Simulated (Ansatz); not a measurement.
# SiH2F2: taking an electron away

One table from this session's results is given with a row withheld; the runs are named, their logs left out.

Computed with Ansatz 0.2.0, Gaussian basis. Level: unrestricted cation, the program's frozen cores in correlated methods.

The runs, in order: UKS PBE-D4/def2-TZVPP; UKS r2SCAN-D4/def2-TZVPP; UKS PBE0-D4/def2-TZVPP; UKS B3LYP-D4/def2-TZVPP; UKS wB97X-V/def2-TZVPP; UKS wB97M-V/def2-TZVPP; UKS B2PLYP/def2-TZVPP; UHF-CCSD(T)/def2-TZVPP; UHF-MP2/def2-QZVPP; extrapolation to the limit; then −ε(HOMO) from the neutral's earlier runs with LDA (SPW92), PBE-D4, revPBE-D4, BLYP-D4, r2SCAN-D4, B97M-V, PBE0-D4, B3LYP-D4, r2SCANh-D4, r2SCAN0-D4, HSE06-D4, BHLYP-D4, CAM-B3LYP-D4, LC-ωPBE, ωB97X-V, ωB97M-V.

### Structure used throughout

The geometry comes from an earlier relaxation with PBE0-D4 in a triple-zeta def2 set; it is a stationary point.

SMILES `F[SiH2]F`, 5 atoms, charge 0, spin multiplicity 1.

Atoms are counted from 1 here; the program's logs count them from 0.

Bond lengths: F1–Si2 1.586 Å, Si2–F3 1.586 Å, Si2–H4 1.474 Å, Si2–H5 1.474 Å. Angles: F1–Si2–F3 108.0°, F1–Si2–H4 108.5°, F1–Si2–H5 108.5°, F3–Si2–H4 108.5°, F3–Si2–H5 108.5°, H4–Si2–H5 114.6°.

Set-up of the first run:

in.yaml reads:

```yaml
crystal:
  periodic: [false, false, false]
  atoms:
    - {symbol: F, position_ang: [-1.069589, 0.523735, 0.971905]}
    - {symbol: Si, position_ang: [0.004779, -0.015268, -0.062200]}
    - {symbol: F, position_ang: [1.257379, -0.535404, 0.759150]}
    - {symbol: H, position_ang: [-0.580194, -1.153333, -0.794711]}
    - {symbol: H, position_ang: [0.437426, 1.106671, -0.915443]}
basis:
  gaussian: {orbitals: def2-TZVPP}
total_charge: 1
magnetization: {spin_polarized: true, initial_magnetization: 1}
hamiltonian: {xc: pbe, dispersion: d4}
```

Started as:

```sh
$ ansatz run in.yaml --threads 4 --pin off --events-out ev --progress --plain --max-ram 10444MiB
```

Among the steps run: Cation, UKS PBE-D4/def2-TZVPP; Cation, UKS r2SCAN-D4/def2-TZVPP; Cation, UKS PBE0-D4/def2-TZVPP; Cation, UKS B3LYP-D4/def2-TZVPP; Cation, UKS wB97X-V/def2-TZVPP; Cation, UKS wB97M-V/def2-TZVPP; Cation, UKS B2PLYP (frozen core)/def2-TZVPP; Cation, UHF-CCSD(T)/def2-TZVPP; Cation, UHF-MP2/def2-QZVPP.

One of the session's tables, all rows but one given; the rest of the session is left out.

For comparison, −ε(HOMO) of the neutral from earlier runs:

| functional | −ε(HOMO) (eV) |
| --- | --- |
| LDA (SPW92) | 8.40 |
| PBE-D4 | 8.36 |
| revPBE-D4 | 8.33 |
| BLYP-D4 | 8.32 |
| r2SCAN-D4 | 8.76 |
| B97M-V | 8.82 |
| PBE0-D4 | 9.88 |
| B3LYP-D4 | 9.69 |
| r2SCANh-D4 | ? |
| r2SCAN0-D4 | 10.14 |
| HSE06-D4 | 9.47 |
| BHLYP-D4 | 11.37 |
| CAM-B3LYP-D4 | 11.36 |
| LC-ωPBE | 12.70 |
| ωB97X-V | 12.36 |
| ωB97M-V | 12.16 |

**Question.** Estimate the row for r2SCANh-D4.

Worked estimate for «−ε(HOMO) (eV)». Against the share of exact exchange, r2SCAN-D4 (0, 8.76), r2SCAN0-D4 (0.25, 10.14) give a slope of 5.52 per unit share; at 0.1 the line stands at 9.31.

The run gave: −ε(HOMO) (eV): 9.31. In «−ε(HOMO) (eV)» the line misses by 0.00.

To keep in mind: The cation may have settled in a state other than its lowest; no search over hole states beyond the program's own was made.
